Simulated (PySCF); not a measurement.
Two structures of SiNH₆F, closed shell, reached by relaxing down either side of one saddle point (PBE0-D4/def2-TZVP). Energies are electronic, without zero-point energy. Program: PySCF 2.14 with density fitting (its default auxiliary sets; JK sets also for MP2 and CCSD(T)). Basis: def2-TZVPP and def2-QZVPP. Cores are frozen in the correlated methods. Extrapolation: Hartree–Fock as exp(−7.88 √X), correlation as X^−2.97. First:

Si1  (-0.640, 0.641, -1.032)
F2  (0.753, 1.392, -0.755)
H3  (-0.432, -0.734, -1.535)
H4  (-1.544, 0.709, 0.136)
H5  (-1.258, 1.437, -2.131)
H6  (1.652, -0.630, 0.792)
N7  (0.683, -0.779, 1.048)
H8  (0.544, -1.775, 1.168)
H9  (0.540, -0.339, 1.949)
(Å)

Second:

```
9
angstrom
Si -1.0457 -0.2725 -0.2855
F 2.2348 0.9952 -0.8949
H -0.6777 -1.1930 -1.3857
H -2.1875 -0.8536 0.4727
H -1.4360 1.0603 -0.7999
H 1.5826 0.6198 -0.3064
N 0.3923 -0.0439 0.6932
H 0.8069 -0.8916 1.0603
H 0.2987 0.6174 1.4541
```

(1) Which bonds change from the first to the second?

(2) Give the saddle point's structure and its height above each. (Judge from chemistry; the value comes from the calculation.)

T1 diagnostic: at most 0.012.

Answers

(1) SiH₃F ([F][SiH3]) + NH₃ → SiNH₅ ([NH2][SiH3]) + HF; bonds formed: Si1–N7, F2–H6; bonds broken: Si1–F2, H6–N7.

(2) By the calculation: 131.3 kJ/mol above the first and 75.1 kJ/mol above the second (CCSD(T) at an estimated basis limit (MP2 extrapolated from triple and quadruple zeta, plus CCSD(T) − MP2 in triple zeta)).
```xyz
9
angstrom
Si -0.5880 -0.0364 -0.6271
F 1.4026 0.7152 -0.8876
H -0.1408 -1.0278 -1.6239
H -1.8903 -0.6132 -0.1343
H -0.9547 1.3436 -0.9987
H 1.2301 0.3415 0.3048
N 0.3780 -0.1223 0.9558
H 0.5414 -1.0581 1.3059
H 0.0217 0.4576 1.7053
```

The step is the kind of exchange with an N–H group that builds nitride films in atomic layer and chemical vapour deposition.

Labels in which every atom is bracketed show which atoms are joined, not bond orders.

For scale, one of the runs: CCSD(T)/def2-TZVPP, 188 basis functions, launched by `OMP_NUM_THREADS=4 python run.py`. Hardware: 4 CPU threads of an Arm Neoverse V2, shared host. Wall time 4.4 min; peak host memory 2 GiB.
